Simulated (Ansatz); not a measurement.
Basis sets over 5 cases of the optimised length of bonds to hydrogen at HF with Ansatz (Al to Cl present), each against its own reference: (a) the value in aug-pcseg-3; (b) the value in def2-QZVPPD; (c) the value in pcseg-3; (d) the value in pcseg-4 (pcseg sets are built for DFT). By their distance from other large sets or by the extrapolation step the references are unsure by up to roughly 0.0003 Å. Each level at its own minimum; unrestricted open shells; no added dispersion term; no relativity. Cartesian d functions in some cases of 6-31G**. (X+d) sets on Al to Cl for cc-pVXZ and aug-cc-pVXZ. 

Cases are drawn at random; left out are references unsure by over 0.0017 Å, doubtful singlets, and cases whose largest runs show a restricted determinant unstable towards unrestricted orbitals, <S^2> over 0.1 too high or, where CCSD(T) ran, T1 over 0.025 (0.045 for open shells). Sets are drawn from those converged to one state in every case.

Cases (SMILES) and reference values:
- [SiH4] (SiH4), one Si-H bond length: 1.4743 Å (b)
- [PH2] (PH2), doublet, one P-H bond length: 1.4078 Å (d)
- [SiH]=O (O-SiH), doublet, one Si-H bond length: 1.5019 Å (a)
- Cl[CH2] (CH2-Cl), doublet, one C-H bond length: 1.0666 Å (b)
- ClC (CH3-Cl), one C-H bond length: 1.0755 Å (c)

**Question.** Rank these sets by mean absolute deviation from the references, smallest first: 6-31G**; 3-21G; pcseg-1; def2-SVPD; def2-TZVP.

**Answer.** def2-TZVP (0.0013 Å, signed 0.0013), 6-31G** (0.0024 Å, signed 0.0024), pcseg-1 (0.0036 Å, signed 0.0036), def2-SVPD (0.0079 Å, signed 0.0079), 3-21G (0.0141 Å, signed 0.0128)

Ansatz is a quantum-chemistry and plane-wave program.
